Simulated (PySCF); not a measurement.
Dipole moment and polarisability of 3-fluoropropenenitrile

Compound: 3-fluoropropenenitrile, C3H2FN.
SMILES with atom numbers: `[N:1]#[C:2]/[CH:3]=[CH:4]/[F:5]` (hydrogens: H6 on C3; H7 on C4)

Structure used (GFN2-xTB), in Å, numbered top down from 1:
```xyz
7
C3H2FN angstrom
N      2.5062   -0.3389   -0.2241
C      1.4202    0.0145   -0.1333
C      0.0967    0.4794   -0.0236
C     -0.9297   -0.3556    0.0897
F     -2.1795    0.0890    0.1904
H     -0.0446    1.5512   -0.0391
H     -0.8660   -1.4348    0.1129
```

Level: wB97X-D/def2-SVPD (PySCF), static field, nuclei fixed, core orbitals frozen in the response. The polarisability tensor in these axes (au):

```
x   62.69  0.87 -3.20
y    0.87 35.22 -0.27
z   -3.20 -0.27 27.91
```

Diagonalise the tensor; give its mean and Δα, where Δα² is half the sum of the squared differences of the eigenvalues.

Principal values 27.62, 35.19 and 63.01 au; mean 41.94 au = 6.21 Å³ = 6.91 × 10⁻⁴⁰ C²·m²/J; Δα = 32.28 au (77 % of the mean).

What is the dipole moment, and where does it point?

(-2.75, 0.39, 0.24) D, 2.79 D in size, pointing from the negative to the positive side. Measured along this direction, the outermost atoms are N1 at the negative end and F5 at the positive end.

Find the Langevin capture rate constant for H3O+ (19.018 u) meeting this molecule (71.017 u), k = 2.342 × 10⁻⁹ cm³/s × √(α in Å³ / reduced mass in u).

The reduced mass is 15.00 u, so k = 1.51 × 10⁻⁹ cm³/s. The formula leaves out the permanent dipole, which adds to the capture rate.

Form Σ f/ω² (atomic units) for the 8 lowest TDDFT singlets, given as eV and f, and set it beside the mean polarisability, which is this sum over all singlets: 6.48, 0.3423; 6.75, 0.0000; 7.03, 0.0001; 8.03, 0.0091; 8.13, 0.0142; 8.42, 0.1603; 8.54, 0.0000; 8.64, 0.0000.

They add up to 7.97 au, 19.0 % of the 41.94 au; the largest single term is 6.03 au, from the state at 6.48 eV. Terms in order: 6.03, 0.00, 0.00, 0.10, 0.16, 1.68, 0.00, 0.00 au. Higher excitations give the rest. The strengths listed sum to 0.526.

Traceless (Buckingham) quadrupole moment about the centre of nuclear charge: eigenvalues?

-14.78, 3.99, 10.79 D·Å. The values depend on the origin, since the dipole doesn't vanish. The electronic extent ⟨r²⟩ about the same centre is 473 bohr², a root-mean-square distance of 1.92 Å for the 36 electrons.

Orientational against electronic polarisability at 273 K (dilute gas, rigid molecules)?

In Gaussian units μ²/3kT = 68.97 Å³ against 6.21 Å³, a ratio of 11.10; the Debye molar polarisation (4π/3)N_A(α + μ²/3kT) is 189.7 cm³/mol, leaving out the vibrational part.

Directions of the eigenvectors, and the extent of the frame along each?

Largest value along (1.00, 0.03, -0.09), where the nuclei span 4.69 Å; middle along (-0.03, 1.00, -0.02), 2.96 Å; least along (0.09, 0.02, 1.00), 0.00 Å. The response follows the extents in order.

Geometry: GFN2-xTB; no solvent, vibrations or thermal averaging.
